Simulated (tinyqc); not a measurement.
Inside a calculation. Method: Pariser-Parr-Pople SCF with singles CI, for the molecule C=C(O)O (SMILES; centres numbered as the heavy atoms are written). One step of it, computed by the program tinyqc.

Task: Singles CI, triplets. Over the 3 single excitations with the smallest orbital gaps: A = (e_a - e_i) delta - (ij|ab), with (pq|rs) = sum c_mp c_mq gamma_mn c_nr c_ns.

orbital energies (eV): [-14.618229, -11.393062, -8.629898, 1.986549]

coefficients, order 1C, 2C, 3O, 4O:
$$\begin{pmatrix}
0.247642 & 0.000038 & 0.765996 & -0.593232 \\
0.602641 & 0.000005 & 0.357652 & 0.713379 \\
0.536456 & -0.707074 & -0.377709 & -0.263812 \\
0.536389 & 0.707139 & -0.377719 & -0.263761
\end{pmatrix}$$

repulsion gamma_rs (eV), order 1C, 2C, 3O, 4O:
$$\begin{pmatrix}
9.760000 & 7.080743 & 5.533632 & 5.532338 \\
7.080743 & 9.760000 & 8.522682 & 8.521106 \\
5.533632 & 8.522682 & 20.670000 & 5.707920 \\
5.532338 & 8.521106 & 5.707920 & 20.670000
\end{pmatrix}$$

Give: triplet CI matrix; triplet excitation energies.

Result:

triplet CI matrix (eV), order 3>4, 2>4, 1>4:
$$\begin{pmatrix}
2.6124 & -0.0004 & -0.0542 \\
-0.0004 & 5.2601 & 0.0006 \\
-0.0542 & 0.0006 & 8.3136
\end{pmatrix}$$

triplet excitation energies (eV): [2.6119, 5.2601, 8.3141]
